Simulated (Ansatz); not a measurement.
Sb2O3 (Pccn, No. 56) was calculated with LDA (Ansatz, a first-principles code, PAW).

Numerical settings: plane-wave cutoff 520 eV, 8×6×4 k mesh (along the axes of the cell as run), Fermi–Dirac smearing 0.01 eV, scalar-relativistic PAW data made under PBE.

On both sides of the equilibrium volume: at 15.227 Å³/atom the pressure is 0.78 GPa and the direct gap at Γ 1.571 eV; at 15.848 Å³/atom they are -0.66 GPa and 1.845 eV. The fitted bulk modulus is 35.9 GPa.

Problem. Work out the volume deformation potential of this gap and its pressure coefficient, in two ways.

Solution. a_V = dE_g/d ln V = (1.845 − 1.571)/ln(15.848/15.227) = 6.85 eV. Since dP = −B d ln V, dE_g/dP = −a_V/B = -191 meV/GPa. Straight from the pressures: (1.571 − 1.845)/(0.78 − (-0.66)) = -190 meV/GPa. At this level and over this range the gap at Γ narrows under pressure.

Spin–orbit coupling is not included.

Note: the relaxation could not lower the start's symmetry, so the cell can be a saddle point above a distorted one; the volume lies 6 % below that of the published cell.
